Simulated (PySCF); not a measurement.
**Worked example for methylamidogen anion: proton affinity at atom N2**

Structure: `C[NH-]` ([CH4N]-). Non-hydrogen atoms are numbered in `[CH3:1][NH-:2]`.

Computed at B3LYP-D3(BJ)/ma-def2-TZVP // PBE0-D3(BJ)/ma-def2-SVP with PySCF (density fitting, grid level 2). Zero-point and thermal terms (298.15 K, 1 bar) come from unscaled PBE0-D3(BJ)/ma-def2-SVP harmonic frequencies, with soft modes damped to free rotors in the entropy.

Step: `CN` → `C[NH-]` + H⁺.

```tsv
species	charge	multiplicity	E / Eh
CN	0	1	-95.906554
C[NH-]	-1	1	-95.251438
```

Thermal terms, products less reactant: Δ(H − E) = -39.73 kJ/mol, Δ(G − E) = -71.03 kJ/mol (the bare proton has no electronic energy, H = 5/2 RT). 1 Eh = 2625.50 kJ/mol.

Problem. What are ΔE, ΔH and ΔG of this step?

Solution. ΔE = 0.655116 Eh = 1720.01 kJ/mol; ΔH = 1680.3 kJ/mol; ΔG = 1649.0 kJ/mol, all in the gas phase at 298.15 K and 1 bar. The digits show the arithmetic; the method itself can be off by 10 kJ/mol or more. The Active Thermochemical Tables (1.112) give ΔH = 1685.8 kJ/mol.
